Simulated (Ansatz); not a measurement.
Two isomers of C3H3NO: A = `OC1=CC=N1`, B = `NC=C=C=O`.

Computed with Ansatz on PBE0-D4/def2-TZVP structures; ΔE is electronic, products minus reactants. CCSD(T)/CBS adds triple-zeta CCSD(T) − MP2 to the extrapolated MP2 energy (def2 sets, frozen cores). DFT in def2-TZVPP. B3LYP here is the variant with VWN-RPA as its local correlation; programs differ in this. Each species was taken in one conformer, which may not be the lowest.

**Question.** Which isomer does CCSD(T)/CBS put lower? Give the gap. (Best estimate.)

**Answer.** The calculation gave: B, by 41.5 kcal/mol.

**Question.** Give E(B) − E(A) in kcal/mol with CCSD(T)/def2-TZVPP, B3LYP, HF/def2-TZVPP, LDA (SPW92), B2PLYP, ωB97M-V, B3LYP-D4. (Best estimate.)

**Answer.** Ansatz gave: CCSD(T)/def2-TZVPP -41.9, B3LYP -53.0, HF/def2-TZVPP -44.8, LDA (SPW92) -48.0, B2PLYP -50.9, ωB97M-V -43.4, B3LYP-D4 -52.6. None reverses the order clearly.

**Question.** Does the order hold for the free energy at 298.15 K (harmonic terms from PBE0-D4)? (Estimate.)

**Answer.** The calculation gave: Yes: G(B) − G(A) = -41.5 kcal/mol, for one conformer each.

Largest T1 diagnostic: 0.025.

From PBE to PBE0 (25 % exact exchange), in def2-TZVPP and without D4, E(B) − E(A) moves by +3.9 kcal/mol. At CCSD(T), def2-SVP lies −2.2 kcal/mol from the extrapolated value and def2-TZVPP −0.3 kcal/mol.
